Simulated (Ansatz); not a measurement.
A made-up structure of AlBH4O, singlet:

| atom | x (Å) | y (Å) | z (Å) |
| --- | --- | --- | --- |
| B1 | -1.2985 | 0.4485 | -0.6801 |
| Al2 | 0.3619 | -0.0119 | 0.5579 |
| O3 | 1.6328 | -0.8792 | -0.1712 |
| H4 | -2.2516 | -0.2729 | -0.7817 |
| H5 | -1.3711 | 1.4619 | -1.3177 |
| H6 | 0.5012 | 0.3894 | 2.0952 |
| H7 | 0.6372 | -1.2174 | -0.3261 |

It is relaxed with PBE-D4/def2-SVP and then PBE0-D4/def2-TZVP (Ansatz 0.2.0). Atoms count as bonded within 1.22 times the sum of their covalent radii (H–H: 0.88 Å). The end point is not checked to be a true minimum.

Problem. Does its bonding change? (Judge from chemistry; the calculation decides.)

Solution. Computed: Yes. Formed: none; broken: Al2–H7.

Where it ends: The first stage lowers the energy by 1.74 eV in 11 steps. It ends as AlBH₄O ([BH2][AlH][OH]):
B1  (-1.428, 0.538, -0.617)
Al2  (0.221, -0.001, 0.614)
O3  (1.418, -1.082, 0.067)
H4  (-2.465, -0.066, -0.618)
H5  (-1.406, 1.480, -1.361)
H6  (0.456, 0.543, 2.086)
H7  (1.415, -1.493, -0.795)
(Å)

Labels in which every atom is bracketed show which atoms are joined, not bond orders.

For scale, one of the runs: PBE0-D4/def2-TZVP relaxation, 123 basis functions, launched by `ansatz run in.yaml --threads 2 --pin off --events-out ev --progress --plain --max-ram 4352MiB`. The run took about 11 s on 2 CPU threads of an Arm Neoverse V1 (shared host).
